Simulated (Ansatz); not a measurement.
Input file:

```yaml
crystal:
  periodic: [false, false, false]
  atoms:
    - {symbol: B, position_ang: [0.127479, -1.245098, -0.814317]}
    - {symbol: Ge, position_ang: [-0.037396, 0.043428, 0.789018]}
    - {symbol: P, position_ang: [0.039225, 0.283301, -1.594970]}
    - {symbol: H, position_ang: [0.122333, 1.519163, 0.884517]}
basis:
  gaussian: {orbitals: STO-3G}
magnetization: {spin_polarized: true, initial_magnetization: 1}
hamiltonian: {pseudopotentials: {relativity: none}}
correlation: {method: ccsdt_q_b, electrons: outside_noble_gas}
accuracy: high
```

```sh
$ ansatz run in.yaml --threads 1 --pin off --events-out ev --progress --plain --max-ram 2393MiB
```

Task: Roughly how long does this take on 1 thread of Intel Xeon, shared host, and how much host memory?

Result: 19 s wall and 0.12 GiB.

```
538 factors; integrals over basis functions are off by at most 3.6e-9 eV
mean field evaluation 1: about -65671.7567 eV, gradient 8.2e0 eV
mean field evaluation 2: about -65671.7921 eV, gradient 8.2e0 eV
mean field evaluation 4: about -65673.0071 eV, gradient 3.1e0 eV
mean field evaluation 8: about -65673.4329 eV, gradient 7.1e-1 eV
mean field evaluation 16: about -65673.5822 eV, gradient 9.0e-5 eV
mean field evaluation 32: about -65673.4103 eV, gradient 9.8e-1 eV
mean field evaluation 64: about -65666.9433 eV, gradient 1.2e1 eV
mean field evaluation 96: about -65673.5822 eV, gradient 2.3e-4 eV
mean field evaluation 128: about -65671.3779 eV, gradient 2.2e0 eV
mean field evaluation 160: about -65669.9285 eV, gradient 1.7e0 eV
...
cycle  35  -4.28005390 eV  change    1.5e-7 eV  update   7.1e-8
cycle  36  -4.28005375 eV  change    1.5e-7 eV  update   4.1e-8
cycle  37  -4.28005372 eV  change    3.6e-8 eV  update   2.2e-8
cycle  38  -4.28005370 eV  change    1.6e-8 eV  update   1.0e-8
cycle  39  -4.28005369 eV  change    1.2e-8 eV  update   5.4e-9
cycle  40  -4.28005368 eV  change    6.3e-9 eV  update   3.1e-9
cycle  41  -4.28005368 eV  change    2.2e-9 eV  update   2.0e-9
cycle  42  -4.28005368 eV  change  -2.4e-10 eV  update   1.3e-9
cycle  43  -4.28005368 eV  change  -7.0e-10 eV  update  7.7e-10
cycle  44  -4.28005368 eV  change  -7.7e-10 eV  update  4.4e-10
perturbative correction -0.02848099 eV, -0.0010466570 hartree
Total energy: -65677.89073832 eV, -2413.6179665601 hartree
```
